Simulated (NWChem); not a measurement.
Correlation energy of formic acid (CH$_{2}$O$_{2}$)

```
C
O 1 1.1959
O 1 1.3318 2 125.14
H 3 0.9717 1 107.03 2 0.00
H 1 1.1106 2 125.16 3 180.00
```
Charge 0, spin multiplicity 1.

Program: NWChem. The geometry was optimised at PBE0/def2-SVP, a minimum by its harmonic frequencies. It is one conformer; others weren't searched.

Basis set: 3-21G. Each correlation energy counts from its own Hartree-Fock reference.

The correlated methods keep 3 core orbitals frozen. Coupled-cluster values serve here as a point of comparison, not as the truth.

```json
[
 {"method": "MP2", "correlation energy (mHa)": "___"},
 {"method": "SCS-MP2", "correlation energy (mHa)": "-324.2"},
 {"method": "CR-CCSD[T]", "correlation energy (mHa)": "___"},
 {"method": "CR-CCSD(T)", "correlation energy (mHa)": "-346.5"},
 {"method": "CCSD", "correlation energy (mHa)": "___"},
 {"method": "CCSD+T(CCSD)", "correlation energy (mHa)": "-350.2"},
 {"method": "CCSD(T)", "correlation energy (mHa)": "___"},
 {"method": "CCSDT", "correlation energy (mHa)": "-348.9"}
]
```

Question: Some entries are withheld; supply them.

Answer: 
- MP2, correlation energy (mHa): -331.6
- CR-CCSD[T], correlation energy (mHa): -347.8
- CCSD, correlation energy (mHa): -337.9
- CCSD(T), correlation energy (mHa): -348.6
